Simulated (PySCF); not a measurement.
Isomers of C4H5NO. Computed, not measured: TDDFT CAM-B3LYP/def2-SVPD, vertical, gas phase, core orbitals frozen in the response in PySCF. Geometries: GFN2-xTB; one conformer of each isolated species. Triplets are in the Tamm–Dancoff approximation. 'Strongest' means the level of largest summed f among the lowest 8 singlets; it needn't be the same kind of state in each.

**Question.** Rank by computed lowest singlet excitation energy, lowest first.
A. `c1(cocn1)C`
B. `O=CNC1C=C1`
C. `CNC(=O)C#C`
D. `CC(=O)CC#N`
E. `Cc1ccon1`
F. `c1c(con1)C`

**Answer.** D (4.52 eV), C (5.12 eV), B (5.41 eV), A (6.23 eV), F (6.39 eV), E (6.59 eV).

| SMILES | S1 (eV) | first f ≥ 0.01 (nm) | HOMO (eV) | f (S1) | f (strongest) | S1 mainly |
| --- | --- | --- | --- | --- | --- | --- |
| CC(=O)CC#N | 4.52 | 169 | -9.55 | 0.000 | 0.03 | H→L (92%) |
| C#CC(=O)NC | 5.12 | 198 | -9.10 | 0.000 | 0.13 | H-1→L (96%) |
| O=CNC1C=C1 | 5.41 | 229 | -8.50 | 0.023 | 0.27 | H→L (91%) |
| Cc1cocn1 | 6.23 | 199 | -8.33 | 0.132 | 0.13 | H→L (96%) |
| Cc1cnoc1 | 6.39 | 194 | -8.82 | 0.098 | 0.43 | H→L (92%) |
| Cc1ccon1 | 6.59 | 184 | -9.08 | 0.005 | 0.25 | H-2→L (94%) |

H and L stand for HOMO and LUMO.

Mean S1 by what the SMILES shows (count): an aromatic ring 6.40 eV (3); a double or triple bond but no aromatic ring 5.02 eV (3).

- `CC(=O)CC#N`: S1 has the pattern of n→π* at C=O.
- `C#CC(=O)NC`: Löwdin shares by element: HOMO nitrogen 46%, oxygen 24%, carbon 17% or more; LUMO carbon 63% or more, oxygen 17% (atoms not listed hold the other 20%).
- `O=CNC1C=C1`: Löwdin shares by element: HOMO nitrogen 36%, carbon 22% or more, oxygen 20% (atoms not listed hold the other 22%); LUMO carbon 69% or more, hydrogen 15% or more (atoms not listed hold the other 16%).
- `Cc1cocn1`: Löwdin shares by element: HOMO carbon 72% or more, oxygen 9% (atoms not listed hold the other 19%); LUMO carbon 38% or more, oxygen 22%, nitrogen 14% (atoms not listed hold the other 26%).
- `Cc1cnoc1`: Löwdin shares by element: HOMO carbon 55% or more, nitrogen 18%, oxygen 9% (atoms not listed hold the other 18%); LUMO carbon 36% or more, nitrogen 24%, oxygen 17% (atoms not listed hold the other 22%).
- `Cc1ccon1`: Löwdin shares by element: HOMO carbon 59% or more, nitrogen 28%; LUMO carbon 40% or more, nitrogen 19%, oxygen 18% (atoms not listed hold the other 23%).
